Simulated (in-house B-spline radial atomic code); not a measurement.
**Solving the quasi-particle equation for 2p of neutral neon**

Configuration [He] 2s2 2p6, start PBE, empty levels kept to 250 hartree. Computed with a B-spline radial code for spherical atoms: all electrons, non-relativistic, point nucleus, each spin shell either full or empty, empty states to l = 9 with an (l + 1/2)⁻⁴ tail; G0W0 by contour deformation at full frequency.

At the mean-field level ε = -13.347 eV the matrix elements are Σx = -37.41 eV, v_xc = -26.966 eV and Σc(ε) = 1.979 eV, and the slope of the correlation self-energy is dΣc/dω = -0.1301. The quasi-particle energy solves E = ε + Σx − v_xc + Σc(E).

Q: What does the linearised equation give?

A: Z = 1/(1 − dΣc/dω) = 1/1.1301 = 0.8849. The first-order shift is Σx − v_xc + Σc(ε) = -37.41 − (-26.966) + (1.979) = -8.465 eV, so E ≈ ε + Z × shift = -13.347 + 0.8849 × (-8.465) = -20.838 eV.

Q: How does that compare with the full solution and with static screening?

A: Solving the equation at full frequency dependence gives E = -20.575 eV, where Σc = 3.217 eV and the weight is 0.810; the linearised value is off by 263 meV. Leaving Z out would give -21.812 eV. Static COHSEX puts -1.567 eV in place of Σc and gives -25.358 eV, 4.78 eV deeper. The tabulated removal energy is 21.565 eV (NIST, measured); the run leaves out relativity, Breit and QED terms.
